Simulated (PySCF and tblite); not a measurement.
C4H6O, numbered as in [CH:1]#[C:2][O:3][CH2:4][CH3:5].

Search: ETKDG and KDG, MMFF94s, GFN2-xTB, 60 starts; geometries at GFN2-xTB. Free energies are TPSS-D3(BJ)/def2-TZVP (IEF-PCM, chloroform) single points with GFN2-xTB rigid-rotor and vibrational terms (modes under about 100 cm⁻¹ blended into free rotors). Symmetry numbers and mirror images are counted. Conformers within 3 kcal/mol (GFN2-xTB free energy) were kept, 10 at most. GIAO shieldings: PBE0/pcSseg-1 (IEF-PCM, chloroform). Shifts are against TMS (¹H), TMS (¹³C) at the same level. Programs: PySCF with density fitting and tblite.

Torsions listed: C2–O3–C4–C5. Of a mirror pair one member is shown.

| conformer | shape | weight % | dipole D |
| --- | --- | --- | --- |
| 1 | -67° | 52.6 | 2.38 |
| 2 | 180° | 47.4 | 2.40 |

Problem. How do the computed shifts compare with measured ones?

Solution. 
```
nucleus  signal  leading conformer  average  measured                                          medium
    ¹³C      C1               32.6     31.4      26.5  not stated per compound (mostly CDCl3 or CCl4)
    ¹³C      C2               95.8     96.5      90.9  not stated per compound (mostly CDCl3 or CCl4)
```

Measured values: Pretsch, Buehlmann, Badertscher, Structure Determination of Organic Compounds, 4th ed. (2009). Mean difference for ¹³C: 5.25 ppm, scatter 0.35 ppm. The computed shifts are unscaled and lack vibrational corrections.
